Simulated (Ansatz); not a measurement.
Exact exchange and the vertical energy of the triplet above the singlet of C3H7Cl (1-chloropropane)

The species is C3H7Cl (11 atoms), meant as a singlet with charge 0. SMILES: `CCCCl`. The shape is that of a PBE0-D4/def2-TZVP optimisation. This is one conformer, not always the lowest.

The vertical energy of the triplet above the singlet y, in eV, basis 6-31G(d); a is the functional's share of exact exchange. Programs: Ansatz 0.2.0.

| functional | program | a | y (eV) |
| --- | --- | --- | --- |
| PBE | Ansatz | 0 | 6.81 |
| revPBE | Ansatz | 0 | 6.82 |
| B3LYP | Ansatz | 0.2 | 7.00 |
| r2SCAN0 | Ansatz | 0.25 | 6.97 |
| PBE0 | Ansatz | 0.25 | ? |
| BHLYP | Ansatz | 0.5 | 7.12 |

Problem. Fit y = c + s·a to the known rows and predict PBE0.

Solution. 
1. Means of the 5 rows: a = 0.1900, y = 6.944.
2. Σ(Δa)² = 0.172, Σ(Δa·Δy) = 0.1057, so the slope is 0.1057/0.172 = 0.61453.
3. Intercept: 6.944 − (0.61453) × 0.1900 = 6.827. The largest residual of the fit is 0.050.
4. PBE0: 6.827 + (0.61453) × 0.25 = 6.98 eV.

The run gave 6.99 eV, so the prediction is off by -0.01 eV, within the scatter of the fit.
